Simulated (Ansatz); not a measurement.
Consider the formal loss of a carbene: `CC(N)F` → `[CH2]` (triplet) + `NCF`.

Program: Ansatz. Geometries: PBE0-D4/def2-TZVP. ΔE: electronic, gas phase. CBS: MP2 limit from def2 TZ/QZ plus the TZ coupled-cluster correction, frozen cores. This one scheme is used for every species. Functionals use def2-TZVPP. Triplets are unrestricted, without spin–orbit coupling. Each species was taken in one conformer, which may not be the lowest.

`CC(N)F`:

Z-matrix (Å, degrees):
```
C
C 1 1.506
H 1 1.093 2 110.0
H 1 1.090 2 110.1 3 -119.9
H 1 1.090 2 110.3 3 119.5
N 2 1.409 1 112.2 3 57.8
F 2 1.415 1 107.3 3 -65.5
H 2 1.094 1 111.6 3 -179.6
H 6 1.011 2 112.2 1 -179.3
H 6 1.012 2 111.8 1 -56.1
```

`[CH2]` (triplet):

Cartesian coordinates in Å:
```
C 0.163 0.011 0.223
H 0.158 -0.964 -0.240
H -0.321 0.953 0.018
```

`NCF`:

```xyz
7

N    -0.214   -0.825   -0.268
C     0.346    0.426    0.029
F    -0.496    1.256    0.790
H    -0.403   -1.375    0.558
H    -1.050   -0.757   -0.831
H     1.259    0.302    0.614
H     0.558    0.973   -0.892
```

**Question.** Is it downhill or uphill in electronic energy at CCSD(T)/CBS, and by how much? (Estimate.)

**Answer.** Ansatz gave: Uphill: ΔE = +455.5 kJ/mol.

**Question.** What do these levels give: PBE-QIDH, BLYP, RPA@PBE/def2-TZVPP, MP2/def2-SVP, CCSD(T)/def2-SVP, CCSD(T)/def2-TZVPP? (An estimate is asked.)

**Answer.** Computed: PBE-QIDH 451.2, BLYP 431.4, RPA@PBE/def2-TZVPP 436.6, MP2/def2-SVP 450.4, CCSD(T)/def2-SVP 441.7, CCSD(T)/def2-TZVPP 443.9 kJ/mol.

Largest T1 diagnostic among the species: 0.011.

From PBE to PBE0 (25 % exact exchange), in def2-TZVPP and without D4, ΔE moves by −6.7 kJ/mol. The D4 term adds +9.1 kJ/mol with B3LYP and +4.8 kJ/mol with PBE0; it sums over pairs of atoms, weighted by their polarisabilities, and B3LYP, whose exchange is more repulsive, gets the larger term.

B3LYP here is the variant with VWN-RPA as its local correlation; programs differ in this.
